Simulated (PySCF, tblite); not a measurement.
**C4H7 radical: geometry, infrared bands and EPR parameters**

What infrared bands and EPR parameters should C4H7 radical (`[CH2]/C=C/C`) show?

Computed with tblite 0.8.0 and PySCF 2.14.0, with density-fitted response routines of our own, on a single molecule in the gas phase. Atoms are numbered from 0 throughout.

**1. Starting geometry**

11 atoms, charge 0, multiplicity 2; geometry from: force field or distance geometry start.

Bonds of the start (Å): C0–C1 1.45, C1–C2 1.34, C2–C3 1.51, C0–H4 1.08, C0–H5 1.08, C1–H6 1.08, C2–H7 1.08, C3–H8 1.10, C3–H9 1.08, C3–H10 1.10.

**2. Optimising the geometry with GFN2-xTB**

Job settings and geometry (Å):

```
{"job": {"kind": "relax", "xc": "GFN2-xTB", "basis": "xTB"}, "charge": 0, "multiplicity": 2}
C      2.087200     0.125000    -0.070700
C      0.678900     0.400700    -0.280100
C     -0.276000    -0.371600     0.254300
C     -1.744400    -0.100500     0.047000
H      2.408200    -0.719500     0.528600
H      2.810500     0.783000    -0.520800
H      0.438100     1.268300    -0.880400
H     -0.026100    -1.230900     0.860700
H     -2.222800     0.041600     1.026100
H     -1.932100     0.776100    -0.557000
H     -2.216100    -0.969500    -0.433800
```

Launch:

```console
$ OMP_NUM_THREADS=1 python probes_run.py task.json out
```

One launch serves the whole session: the jobs run in the order shown.

**Question.** This job is followed by: GFN2-xTB harmonic vibrations, gas phase; UKS B3LYP, pcH-1 on C H, non-relativistic, mean-field spin-orbit, GIAO. Predict these results of the whole session: strongest single infrared mode (GFN2-xTB); zero-point energy (GFN2-xTB); g(iso) (B3LYP); ⟨S²⟩; largest a(iso) (averaged by class); potential on the surface of density 0.002 e/bohr³, 1st and 99th percentile.

As calculated:

```
                                                                  quantity                 value
                                 strongest single infrared mode (GFN2-xTB)  3073 cm⁻¹, 68 km/mol
                                              zero-point energy (GFN2-xTB)         58.1 kcal/mol
                                                            g(iso) (B3LYP)               2.00262
                                                                      ⟨S²⟩    0.776 (exact 0.75)
                                        largest a(iso) (averaged by class)   13C on C2, 57.3 MHz
potential on the surface of density 0.002 e/bohr³, 1st and 99th percentile    -0.74 V and 0.70 V
```

What this shows: Over 24 steps the energy fell by 0.163 eV; of the close pairs, C0–C1 changed most, 1.450 to 1.369 Å. No mode is imaginary among the 27: a minimum at this level. The strongest single mode, at 3073 cm⁻¹, moves mainly H7. Unscaled tight-binding wavenumbers are off by several per cent, some by more. Its intensities can rank the bands wrongly. The largest spin populations lie on C0 (0.68 e), C2 (0.66 e). The isotropic g lies 0.3 ppt above the free-electron value. The conformer search found further structures of the same energy, which may be mirror or relabelled copies of this one.
